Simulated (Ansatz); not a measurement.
Process, species as SMILES: C (CH4) → C atom + 4 H atom
B3LYP-D3(BJ)/def2-TZVP geometries, fixed; electronic energies without zero-point terms.

How fast the atomisation energy converges with the basis for several methods (Ansatz, an electronic-structure program): deviation from each method's own reference, in kcal/mol. References: B2PLYP 419.50 kcal/mol, the value in aug-pcseg-3; CCSD(T) 419.74 kcal/mol, Hartree-Fock in cc-pVQZ plus the correlation part extrapolated as X^-3 from cc-pVTZ and cc-pVQZ; HF 328.24 kcal/mol, the value in def2-QZVPPD; MP2 417.89 kcal/mol, Hartree-Fock in cc-pVQZ plus the correlation part extrapolated as X^-3 from cc-pVTZ and cc-pVQZ; PBE 420.04 kcal/mol, the value in aug-pcseg-3; PBE0 417.93 kcal/mol, the value in aug-pcseg-3. Cartesian d functions, on some or all atoms, in 6-31+G*; all else is spherical. In correlated methods cores are frozen. Open shells are unrestricted. No added dispersion term, no relativity. 

| basis | functions | B2PLYP | CCSD(T) | HF | MP2 | PBE | PBE0 |
|---|---|---|---|---|---|---|---|
| 6-31G | 17 | -17.78 | -48.46 | -8.43 | [?] | -0.51 | -2.62 |
| 6-31+G* | 27 | -12.55 | -38.21 | -2.61 | [?] | -0.49 | -1.15 |
| cc-pVDZ | 34 | -12.51 | -24.66 | -5.04 | [?] | -5.91 | -5.62 |
| pcseg-1 | 34 | -8.76 | -19.24 | 0.14 | [?] | -4.04 | -2.94 |
| 6-311G** | 42 | -6.21 | -18.20 | -1.52 | [?] | -0.38 | -0.94 |
| def2-SVPD | 52 | -4.22 | -13.85 | 2.16 | [?] | 1.04 | 1.12 |
| def2-TZVP | 55 | -4.61 | -13.34 | -1.13 | [?] | -0.58 | -0.89 |
| 6-311++G(2d,2p) | 67 | -3.98 | -13.85 | -0.32 | [?] | -0.42 | -0.44 |
| def2-TZVPP | 87 | -1.78 | -6.62 | -0.28 | [?] | 0.30 | -0.07 |
| jun-cc-pV(T+d)Z | 95 | -1.96 | -6.72 | -0.43 | [?] | -0.05 | -0.33 |
| aug-pcseg-2 | 138 | -1.16 | -4.81 | 0.59 | [?] | -0.03 | 0.01 |
| def2-QZVPPD | 195 | -0.40 | -2.67 | 0.00 | [?] | -0.06 | -0.16 |

**Question.** Complete the blanks.

**Answer.** 
- 6-31G, MP2: -50.88
- 6-31+G*, MP2: -38.55
- cc-pVDZ, MP2: -26.03
- pcseg-1, MP2: -20.92
- 6-311G**, MP2: -19.45
- def2-SVPD, MP2: -15.34
- def2-TZVP, MP2: -14.72
- 6-311++G(2d,2p), MP2: -14.03
- def2-TZVPP, MP2: -7.35
- jun-cc-pV(T+d)Z, MP2: -7.52
- aug-pcseg-2, MP2: -5.66
- def2-QZVPPD, MP2: -2.98

Mean absolute deviation over 6-311G**, def2-TZVP, 6-311++G(2d,2p), def2-TZVPP, jun-cc-pV(T+d)Z, aug-pcseg-2: PBE 0.29, PBE0 0.45, HF 0.71, B2PLYP 3.28, CCSD(T) 10.59, MP2 11.46 kcal/mol.
